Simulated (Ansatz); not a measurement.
Results of PBE in Ansatz (plane waves, PAW) for solid chlorine.

Run with plane-wave cutoff 520 eV, 10×10×4 k mesh (along the axes of the cell as run), Fermi–Dirac smearing 0.01 eV, scalar-relativistic PAW data made under PBE.

Cell (measured lattice):

Cl is taken in the orthorhombic space group Cmce (No. 64), Pearson symbol oS8. Conventional cell: a = 6.3080 Å, b = 4.5583 Å, c = 8.1549 Å, α = β = γ = 90.00°. Cl on 8f has 1 Cl at 2.010 Å. (Neighbours: up to the widest gap in distance over summed covalent radii, below 1.35, at either atom.)
(The calculation used a cell of 4 atoms; values per cell refer to that cell.)

**Question.** What does this level give for the band gap?

**Answer.** 
- band gap: 2.48 eV (direct)

Note: cell and atoms aren't relaxed at this level (largest force component 0.13 eV/Å, pressure 0.9 GPa).

Static lattice: no zero-point or thermal effects.

The result took very roughly 27 core-seconds.

Ansatz is an electronic-structure program.
